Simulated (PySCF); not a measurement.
# Gas-phase XPS of `CC(=S)CF`, computed

C₃H₅FS.
Bonds: C1–C2, C2–S3 (double), C2–C4, C4–F5. Hydrogens: H6, H7, H8 on C1; H9, H10 on C4.

The calculation used PySCF 2.14.0, delta-SCF UKS SCAN, pcX-2 on the ionised atom, pcseg-1 elsewhere, spin-free X2C. Each binding energy is the total energy of the core-ionised species, with the hole localised on one atom, minus that of the ground state; both are solved self-consistently, so orbital relaxation is included.

Q: Give the core binding energies atom by atom.

A: 
```csv
atom(s),environment,level,binding energy (eV),above the level's lowest (eV),count
C1,methyl carbon,C 1s,291.33,0.00,1
S3,thiocarbonyl sulfur,S 1s,2476.56,0.00,1
C4,sp3 C–F carbon,C 1s,293.60,+2.27,1
F5,alkyl fluorine,F 1s,692.90,0.00,1
```

The listed C 1s values span 2.27 eV, from C1 (bonded to C and 3 H) to C4 (bonded to F, C and 2 H). Summing the Pauling electronegativity differences to the bonded atoms, each weighted by its formal bond order, gives -1.05 for the lowest site and +0.73 for the highest.

Q: Which effective nuclear charge Zeff reproduces each element's mean 1s value in the hydrogen-like formula E = 13.606 eV × Zeff²?

A: C (Z = 6): mean 292.5 eV, Zeff = 4.64, Z − Zeff = 1.36; F (Z = 9): mean 692.9 eV, Zeff = 7.14, Z − Zeff = 1.86; S (Z = 16): mean 2476.6 eV, Zeff = 13.49, Z − Zeff = 2.51. Means run over the listed sites, weighted by atom count.

The list is incomplete; no value stands for C 1s of C2 (hole states with ⟨S²⟩ of 1 or more are left out). The structure is a single PBE0-D3(BJ)/def2-SVP conformer in the gas phase; no vibrational or solvent corrections.

The values belong to the conformer `[CH3:1][C:2](=[S:3])[CH2:4][F:5]`: C1–C2–C4–F5 -1°.
